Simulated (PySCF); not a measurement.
Compound: 1-hexene, C₆H₁₂.
Numbering: `[CH2:1]=[CH:2][CH2:3][CH2:4][CH2:5][CH3:6]` (hydrogens: H7, H8 on C1; H9 on C2; H10, H11 on C3; H12, H13 on C4; H14, H15 on C5; H16, H17, H18 on C6)

Computed by this run: PBE0-D3(BJ)/def2-TZVP geometry optimisation, gas phase in PySCF; density fitting, grid level 2; the optimiser is geomeTRIC in internal coordinates, started from a GFN2-xTB structure with every atom displaced at random (about 0.01 Å).

Geometry at step 0:
```
atom  x, y, z in Å
C1     -3.1882    0.3255    0.1857
C2     -2.1831    0.0694   -0.5956
C3     -0.9690   -0.6493   -0.1504
C4      0.3288    0.2381   -0.2781
C5      1.5562   -0.5010    0.1623
C6      2.7950    0.3868    0.0431
H7     -3.2221    0.0525    1.2180
H8     -4.0578    0.8855   -0.1868
H9     -2.1769    0.3909   -1.6112
H10    -0.8138   -1.5454   -0.7444
H11    -1.0730   -0.9642    0.9063
H12     0.1670    1.1362    0.3374
H13     0.3787    0.5608   -1.3245
H14     1.4274   -0.8060    1.2199
H15     1.6831   -1.4054   -0.4326
H16     2.6982    1.2904    0.6644
H17     3.6864   -0.1481    0.3695
H18     2.9355    0.6954   -0.9821
```

Q: What forces act on the atoms?

A: 
```json
{"atom": "C1", "Fx (eV/Å)": "-1.994", "Fy (eV/Å)": "1.132", "Fz (eV/Å)": "0.031"}
{"atom": "C2", "Fx (eV/Å)": "1.309", "Fy (eV/Å)": "-0.718", "Fz (eV/Å)": "0.013"}
{"atom": "C3", "Fx (eV/Å)": "1.157", "Fy (eV/Å)": "0.620", "Fz (eV/Å)": "0.594"}
{"atom": "C4", "Fx (eV/Å)": "-1.784", "Fy (eV/Å)": "-0.534", "Fz (eV/Å)": "0.091"}
{"atom": "C5", "Fx (eV/Å)": "0.468", "Fy (eV/Å)": "0.491", "Fz (eV/Å)": "0.488"}
{"atom": "C6", "Fx (eV/Å)": "-0.193", "Fy (eV/Å)": "-0.265", "Fz (eV/Å)": "0.568"}
{"atom": "H7", "Fx (eV/Å)": "0.085", "Fy (eV/Å)": "-0.288", "Fz (eV/Å)": "0.563"}
{"atom": "H8", "Fx (eV/Å)": "0.318", "Fy (eV/Å)": "-0.252", "Fz (eV/Å)": "0.185"}
{"atom": "H9", "Fx (eV/Å)": "-0.142", "Fy (eV/Å)": "0.281", "Fz (eV/Å)": "-0.806"}
{"atom": "H10", "Fx (eV/Å)": "0.026", "Fy (eV/Å)": "-0.295", "Fz (eV/Å)": "-0.181"}
{"atom": "H11", "Fx (eV/Å)": "-0.011", "Fy (eV/Å)": "0.069", "Fz (eV/Å)": "-0.416"}
{"atom": "H12", "Fx (eV/Å)": "0.137", "Fy (eV/Å)": "-0.102", "Fz (eV/Å)": "-0.163"}
{"atom": "H13", "Fx (eV/Å)": "0.269", "Fy (eV/Å)": "0.064", "Fz (eV/Å)": "0.050"}
{"atom": "H14", "Fx (eV/Å)": "0.063", "Fy (eV/Å)": "-0.020", "Fz (eV/Å)": "-0.421"}
{"atom": "H15", "Fx (eV/Å)": "0.036", "Fy (eV/Å)": "-0.159", "Fz (eV/Å)": "-0.025"}
{"atom": "H16", "Fx (eV/Å)": "-0.008", "Fy (eV/Å)": "-0.211", "Fz (eV/Å)": "-0.161"}
{"atom": "H17", "Fx (eV/Å)": "0.141", "Fy (eV/Å)": "0.019", "Fz (eV/Å)": "-0.007"}
{"atom": "H18", "Fx (eV/Å)": "0.122", "Fy (eV/Å)": "0.168", "Fz (eV/Å)": "-0.403"}
```

The largest, 2.29 eV/Å, acts on C1; the rms over all components is 0.552 eV/Å. The forces sum to zero within rounding, as they must for an isolated molecule in no field.

Q: Give the force on C1 in Eh/bohr and in nN.

A: 2.293 eV/Å ÷ 51.422 = 0.04459 Eh/bohr, and 2.293 eV/Å × 1.602 = 3.67 nN.

Q: How far is this geometry from the end of the optimisation?

A: 0.126 eV above it, and 0.038 Å rms away after alignment. The bonds farthest from their final lengths, with half the difference of the two atoms' forces along the bond (positive lengthens):

```csv
bond,now (Å),final (Å),force along bond (eV/Å)
C3–C4,1.577,1.525,-1.51
C1=C2,1.299,1.325,+1.47
C2–H9,1.065,1.089,+0.54
C4–C5,1.499,1.519,+0.73
C1–H7,1.068,1.086,+0.41
C1–H8,1.099,1.084,-1.29
```

The angle farthest from its final value is C5–C4–H13, 112.9° against 109.4°.

Of the 6 listed bonds off by 0.010 Å or more, this force points towards the final length in 6.

What follows is the cost of the whole optimisation. The run took 7.7 min wall, 16 min CPU on 2 threads of an Intel Xeon at 2.50 GHz, no GPU, shared host with 64 logical CPUs at a one-minute load of 63, and the process peaked at 1.4 GiB of memory.
